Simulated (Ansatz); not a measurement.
# BH₃+ (quartet): wave-function methods side by side, def2-QZVPP

One table from this session's results is given with a row withheld; the runs are named, their logs left out.

The runs use Ansatz 0.2.0, Gaussian basis; def2-QZVPP, core rule «outside noble gas», up to 1 orbitals frozen.

To be run: UHF; ROHF; CCSD(T) on UHF.

2 further runs of the same task are left out: 2 set aside as unsound or not needed.

**The system**

The geometry is a PBE0/def2-TZVP stationary point (not a proven minimum) of the parent state, kept for this charge and spin.

4 atoms, charge 1, spin multiplicity 4.

Atoms are counted from 1 here; the program's logs count them from 0.

Bond lengths: B1–H2 1.281 Å, B1–H3 1.186 Å, B1–H4 1.281 Å. Angles: H2–B1–H3 117.7°, H2–B1–H4 49.8°, H3–B1–H4 117.7°.

The first run:

File in.yaml:

```yaml
crystal:
  periodic: [false, false, false]
  atoms:
    - {symbol: B, position_ang: [-0.114887, 0.000009, 0.089052]}
    - {symbol: H, position_ang: [0.311423, 0.539087, -0.991887]}
    - {symbol: H, position_ang: [0.609492, -0.000048, 1.028622]}
    - {symbol: H, position_ang: [0.311340, -0.539134, -0.991888]}
basis:
  gaussian: {orbitals: "def2-QZVPP.json"}
total_charge: 1
magnetization: {spin_polarized: true, initial_magnetization: 3}
hamiltonian: {xc: hf}
output: {orbitals: {seedname: orbitals}}
```

Run with:

```
ansatz run in.yaml --threads 1 --pin off --events-out ev --progress --plain --max-ram 2393MiB
```

Steps of the session up to this table: UHF; ROHF; CCSD(T) on UHF.

One table of the session follows, with a row left open; its other results are not shown here.

```
  method  from UCCSD(T) (kJ/mol)
    ROHF                       ?
     UHF                  +232.7
    UMP2                   +48.1
   UCCSD                    +6.8
UCCSD(T)                       0
```

**Question.** Estimate the row for ROHF.

**Answer.** from UCCSD(T) (kJ/mol): +236.9. In the column «from UCCSD(T) (kJ/mol)» it is the highest.
